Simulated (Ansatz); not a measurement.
# Si2H4+ (doublet): the correlation ladder, cc-pVDZ

The task here is to estimate one member of a computed series from the others.

Computed with Ansatz 0.2.0, Gaussian basis. Level: cc-pVDZ, core rule «outside noble gas», up to 10 orbitals frozen.

Plan: UHF; CCSD(T) on ROHF; CCSD(T) on UHF; BCCD(T) on ROHF; CISD; CCSDT(Q) on ROHF; CCSDT(Q) on UHF; CASSCF and MRCISD+Q, 9 electrons in 9 orbitals; CASSCF and NEVPT2, 9 electrons in 9 orbitals.

20 further runs of the same task are left out: 11 that didn't finish, 9 set aside as unsound or not needed.

### The geometry

The geometry is a PBE0/def2-TZVP stationary point (not a proven minimum) of the parent state, kept for this charge and spin.

6 atoms, charge 1, spin multiplicity 2.

Atoms are counted from 1 here; the program's logs count them from 0.

Bond lengths: Si1–Si2 2.391 Å, Si1–H3 1.489 Å, Si1–H4 1.494 Å, Si1–H5 1.494 Å, Si2–H6 1.525 Å. Angles: Si2–Si1–H3 119.1°, Si2–Si1–H4 107.3°, Si2–Si1–H5 107.3°, H3–Si1–H4 108.0°, H3–Si1–H5 108.0°, H4–Si1–H5 106.6°, Si1–Si2–H6 93.2°.

As a file:

```
Si    0.0000    0.0325    1.1295
Si    0.0000   -0.0813   -1.2584
H     0.0000    1.3666    1.7907
H     1.1977   -0.7210    1.6091
H    -1.1977   -0.7210    1.6091
H     0.0000    1.4351   -1.4171
```

Set-up of the first run:

Input file in.yaml:

```yaml
crystal:
  periodic: [false, false, false]
  atoms:
    - {symbol: Si, position_ang: [0.000000, 0.032451, 1.129510]}
    - {symbol: Si, position_ang: [0.000000, -0.081251, -1.258412]}
    - {symbol: H, position_ang: [0.000000, 1.366573, 1.790713]}
    - {symbol: H, position_ang: [1.197704, -0.720972, 1.609075]}
    - {symbol: H, position_ang: [-1.197704, -0.720972, 1.609075]}
    - {symbol: H, position_ang: [0.000000, 1.435141, -1.417119]}
basis:
  gaussian: {orbitals: cc-pVDZ}
total_charge: 1
magnetization: {spin_polarized: true, initial_magnetization: 1}
hamiltonian: {xc: hf}
output: {orbitals: {seedname: orbitals}}
```

The run is started by

```sh
$ ansatz run in.yaml --threads 1 --pin off --events-out ev --progress --plain --max-ram 2393MiB
```

Among the steps run: UHF; CCSD(T) on ROHF; CCSD(T) on UHF; BCCD(T) on ROHF; CISD; CCSDT(Q) on ROHF; CCSDT(Q) on UHF; CASSCF and MRCISD+Q, 9 electrons in 9 orbitals; CASSCF and NEVPT2, 9 electrons in 9 orbitals.

One of the session's tables, all rows but one given; the rest of the session is left out.

```
           method  from UCCSDT(Q) (meV)
             ROHF                     ?
              UHF               +5798.5
             RMP2               +1433.6
             UMP2               +1431.2
             CISD                +683.7
            RCCSD                +193.1
            UCCSD                +187.6
         RCCSD(T)                 +43.7
         UCCSD(T)                 +43.5
          BCCD(T)                 +43.5
           RCCSDT                  +6.8
           UCCSDT                  +6.1
        RCCSDT(Q)                  +0.7
        UCCSDT(Q)                     0
  CASSCF frontier               +4244.6
  NEVPT2 frontier               +1422.1
  MRCISD frontier                +406.0
MRCISD+Q frontier                 +55.0
```

Estimate the missing values for ROHF.

The run gave: from UCCSDT(Q) (meV): +5897.8. In the column «from UCCSDT(Q) (meV)» it is the highest.

Limits of these values: Restricted and unrestricted rows rest on different reference determinants; where their highest levels disagree by more than a few hundredths of an eV, they describe different states and don't form one ladder.
